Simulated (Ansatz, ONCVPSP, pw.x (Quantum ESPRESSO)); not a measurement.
## What a changed setting does to a pw.x run (bcc Mo)

Potential: optimised norm-conserving Vanderbilt (ONCV), ONCVPSP 4.0.1.1 (patched build), PBE; core [Ar] 3d10, reference 4s2 4p6 4d5 5s0.75; waves: 4s+5s: rc 2.15 bohr, ncon 4, nbas 7, qcut 5.6 1/bohr, 2 projectors; 4p: rc 1.90 bohr, ncon 3, nbas 7, qcut 5.7 1/bohr, 1 projector; 4d: rc 2.65 bohr, ncon 3, nbas 8, qcut 6.9 1/bohr, 2 projectors, debl 3 Ha; local part: polynomial inside 1.45 bohr (lpopt 4, dvloc0 0 Ha); core correction: Teter function, fcfact 2.5, rcfact 1.55.

The reference run (k-mesh 15³, cutoffs 50/200 Ry, Fermi–Dirac 0.01 Ry, mixing_beta 0.4, conv_thr 1e-9, no spin) gives 0.34 GPa at 15.802 Å³/atom, where all-electron LAPW gives -0.00 GPa. This run, with its own iteration cap, changes ecutrho/ecutwfc to 2.

```
&control
  calculation='scf', prefix='x', pseudo_dir='./', outdir='./tmp', tstress=.true., disk_io='none'
/
&system
  ibrav=0, nat=1, ntyp=1, ecutwfc=50, ecutrho=100, nbnd=15,
  occupations='smearing', smearing='fd', degauss=0.01
/
&electrons
  conv_thr=1e-09, mixing_beta=0.4, electron_maxstep=60
/
ATOMIC_SPECIES
Mo 1.0 Mo.UPF
CELL_PARAMETERS angstrom
  -1.58082582 1.58082582 1.58082582
  1.58082582 -1.58082582 1.58082582
  1.58082582 1.58082582 -1.58082582
ATOMIC_POSITIONS crystal
Mo 0.0000 0.0000 0.0000
K_POINTS automatic
15 15 15 0 0 0
```

```bash
pw.x < Mo.scf.in > Mo.scf.out
```

**Question.** How does the run end?

**Answer.** It converges in 9 iterations; the free energy moves by +0.0 meV/atom and the pressure by +0.00 GPa. Below 4 the density is truncated and F is no longer variational, so a small shift in one case is no licence.

```
Message from routine set_cutoff:
     ecutrho < 4*ecutwfc, are you sure?
     Message from routine setup:
     using ibrav=0 with symmetry is DISCOURAGED, use correct ibrav instead
     lattice parameter (alat)  =       5.1742  a.u.
     unit-cell volume          =     106.6372 (a.u.)^3
     number of electrons       =        14.00
     number of Kohn-Sham states=           15
     kinetic-energy cutoff     =      50.0000  Ry
     charge density cutoff     =     100.0000  Ry
     scf convergence threshold =      1.0E-09
     Exchange-correlation= PBE
     number of k points=   120  Fermi-Dirac smearing, width (Ry)=  0.0100
     iteration #  1     ecut=    50.00 Ry     beta= 0.40
     total energy              =    -142.69070765 Ry
     estimated scf accuracy    <       0.27243400 Ry
     iteration #  2     ecut=    50.00 Ry     beta= 0.40
     total energy              =    -142.70318870 Ry
     estimated scf accuracy    <       0.02676260 Ry
     iteration #  3     ecut=    50.00 Ry     beta= 0.40
     total energy              =    -142.70733645 Ry
     estimated scf accuracy    <       0.00144144 Ry
     [... 3 iterations left out ...]
     iteration #  7     ecut=    50.00 Ry     beta= 0.40
     total energy              =    -142.70746157 Ry
     estimated scf accuracy    <          8.8E-09 Ry
     iteration #  8     ecut=    50.00 Ry     beta= 0.40
     total energy              =    -142.70746157 Ry
     estimated scf accuracy    <          1.1E-09 Ry
     iteration #  9     ecut=    50.00 Ry     beta= 0.40
     the Fermi energy is    20.9862 ev
!    total energy              =    -142.70746157 Ry
     estimated scf accuracy    <          2.2E-11 Ry
     smearing contrib. (-TS)   =      -0.00297375 Ry
     The total energy is F=E-TS. E is the sum of the following terms:
     one-electron contribution =     -19.14081456 Ry
     hartree contribution      =      18.48363481 Ry
     xc contribution           =     -22.66138997 Ry
     ewald contribution        =    -119.38591810 Ry
     convergence has been achieved in   9 iterations
          total   stress  (Ry/bohr**3)                   (kbar)     P=        3.47
     Message from routine punch:
     Nothing written, as per user request (disk_io='none')
```

The run took about 15 s on one core of a shared host (Neoverse-N1, 64 threads, 124 GiB, load 54).
